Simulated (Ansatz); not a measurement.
A calculation with Ansatz (development build ahead of 0.2.0).

```yaml
crystal:
  periodic: [false, false, false]
  atoms:
    - { symbol: Na, position_ang: [0.0, 0.0, 0.0] }
    - { symbol: H, position_ang: [0.0, 4.1202, 2.3788] }
    - { symbol: B, position_ang: [0.0, -5.2286, 3.0188] }
basis:
  gaussian: { orbitals: pcseg-2 }
magnetization:
  spin_polarized: true
  initial_magnetization: 1
hamiltonian:
  xc: r2scan
```

The input is written out in the form of the current development build from the run's settings.

Output:

```json
{"Converged": "yes", "Total energy": "-187.39175 hartree", "Spin squared of the determinant": "1.604", "Stability test": "minimum"}
```

Caution: charge can spread falsely over distant fragments; the unrestricted determinant is a mixture of spin states.
